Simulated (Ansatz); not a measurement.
# C₇H₈: up Jacob's ladder to CCSD(T)

Aim: compute C₇H₈ with functionals from several rungs and with coupled cluster. The yardstick is the atomisation energy at the CCSD(T) limit.

Computed with Ansatz 0.2.0, Gaussian basis. Level: functionals in def2-TZVPP, the program's frozen cores in correlated methods.

The runs, in order: LDA (SPW92), PBE-D4, revPBE-D4, BLYP-D4, r2SCAN-D4, B97M-V, PBE0-D4, B3LYP-D4, r2SCANh-D4, r2SCAN0-D4, HSE06-D4, BHLYP-D4, CAM-B3LYP-D4, LC-ωPBE, ωB97X-V, ωB97M-V, B2PLYP, PBE-QIDH; CCSD(T)/def2-SVP; CCSD(T)/def2-TZVPP; MP2/def2-QZVPP; extrapolation to the limit; RPA on PBE.

### 1 The relaxed structure

An earlier PBE0-D4 in a triple-zeta def2 set relaxation fixed the geometry.

SMILES `CC=C1C=CC=C1`, 15 atoms, charge 0, spin multiplicity 1.

Atoms are counted from 1 here; the program's logs count them from 0.

Bond lengths: C1–C2 1.482 Å, C1–H8 1.095 Å, C1–H9 1.089 Å, C1–H10 1.095 Å, C2–C3 1.342 Å, C2–H11 1.088 Å, C3–C4 1.461 Å, C3–C7 1.462 Å, C4–C5 1.349 Å, C4–H12 1.080 Å, C5–C6 1.461 Å, C5–H13 1.082 Å, C6–C7 1.348 Å, C6–H14 1.082 Å, C7–H15 1.081 Å. Angles: C2–C1–H8 110.4°, C2–C1–H9 112.5°, C2–C1–H10 110.4°, H8–C1–H9 108.5°, H8–C1–H10 106.2°, H9–C1–H10 108.5°, C1–C2–C3 126.5°, C1–C2–H11 116.2°, C3–C2–H11 117.3°, C2–C3–C4 128.6°, C2–C3–C7 125.1°, C4–C3–C7 106.3°, C3–C4–C5 107.7°, C3–C4–H12 125.6°, C5–C4–H12 126.7°, C4–C5–C6 109.2°, C4–C5–H13 126.1°, C6–C5–H13 124.6° and more.

### 2 LDA

This LDA is Slater exchange with PW92 correlation.

File in.yaml:

```yaml
crystal:
  periodic: [false, false, false]
  atoms:
    - {symbol: C, position_ang: [0.463619, -1.700211, 1.666020]}
    - {symbol: C, position_ang: [-0.118528, -1.347530, 0.349321]}
    - {symbol: C, position_ang: [-0.136534, -0.130441, -0.216399]}
    - {symbol: C, position_ang: [0.397814, 1.125430, 0.305216]}
    - {symbol: C, position_ang: [0.149955, 2.087506, -0.608047]}
    - {symbol: C, position_ang: [-0.548621, 1.499930, -1.748755]}
    - {symbol: C, position_ang: [-0.720736, 0.182698, -1.520006]}
    - {symbol: H, position_ang: [-0.302390, -2.131198, 2.319423]}
    - {symbol: H, position_ang: [0.905088, -0.841665, 2.170275]}
    - {symbol: H, position_ang: [1.234609, -2.469257, 1.549569]}
    - {symbol: H, position_ang: [-0.575237, -2.163642, -0.207561]}
    - {symbol: H, position_ang: [0.899475, 1.249949, 1.253190]}
    - {symbol: H, position_ang: [0.419565, 3.131908, -0.523306]}
    - {symbol: H, position_ang: [-0.867691, 2.047640, -2.625154]}
    - {symbol: H, position_ang: [-1.200390, -0.541107, -2.163787]}
basis:
  gaussian: {orbitals: def2-TZVPP}
hamiltonian: {xc: lda}
output: {orbitals: {seedname: orbitals}}
```

Run with:

```
$ ansatz run in.yaml --threads 2 --pin off --events-out ev --progress --plain --max-ram 32768MiB --backend cuda --devices 0, --max-vram 18GiB
```

After this run come: PBE-D4 (GGA); revPBE-D4 (GGA); BLYP-D4 (GGA); r2SCAN-D4 (meta-GGA); B97M-V (meta-GGA); B3LYP-D4 (hybrid); r2SCANh-D4 (hybrid); r2SCAN0-D4 (hybrid); HSE06-D4 (hybrid); BHLYP-D4 (hybrid); CAM-B3LYP-D4 (range-separated); LC-ωPBE (range-separated); ωB97X-V (range-separated); ωB97M-V (range-separated); B2PLYP (double hybrid); PBE-QIDH (double hybrid); CCSD(T) in def2-SVP; CCSD(T) in def2-TZVPP; MP2 in def2-QZVPP; RPA on PBE orbitals.

Q: Predict the results of all the runs planned. Wanted: atomisation energy, CCSD(T)/CBS; farthest beyond LDA; mean size of error, GGA; mean size of error, meta-GGA; mean size of error, hybrid; mean size of error, range-separated; mean size of error, double hybrid; gap, smallest and largest; T1 diagnostic.

The runs gave:

| quantity | value |
| --- | --- |
| atomisation energy, CCSD(T)/CBS | 6813.1 kJ/mol |
| functionals within 34.1 kJ/mol (0.5 %) | BLYP-D4, B3LYP-D4, r2SCANh-D4, r2SCAN0-D4, LC-ωPBE, ωB97X-V, ωB97M-V, B2PLYP |
| farthest beyond LDA | PBE-D4 (+247.2 kJ/mol) |
| mean size of error, GGA | 117.5 kJ/mol |
| mean size of error, meta-GGA | 52.9 kJ/mol |
| mean size of error, hybrid | 84.6 kJ/mol |
| mean size of error, range-separated | 26.1 kJ/mol |
| mean size of error, double hybrid | 39.5 kJ/mol |
| gap, smallest and largest | 2.61 eV (LDA (SPW92)), 9.27 eV (LC-ωPBE) |
| T1 diagnostic | 0.0112 |
| triples share of the correlation energy | 4.9 % |

LDA overbinds by 1044.3 kJ/mol (15 %). PBE-D4 misses by +247.2 kJ/mol. Double hybrids carry the basis error of their MP2 part in triple zeta, and no dispersion term here, so their miss is partly the set-up's. Taken by rung, range-separated functionals do best (26.1 kJ/mol on average) and GGA ones worst beyond LDA (117.5 kJ/mol). The gap between the best rungs is small, so their order is not settled. The reference freezes the cores and leaves out relativity and excitations past (T), so misses under about 34.1 kJ/mol can't be ranked. Hartree-Fock recovers 75 % of the binding; the rest is correlation. CCSD(T) in def2-SVP is off by -228.0 kJ/mol, which most functionals beat. Orbital gaps span 2.6 to 9.3 eV; exact exchange widens them. The restricted reference is unstable towards a spin-broken one.
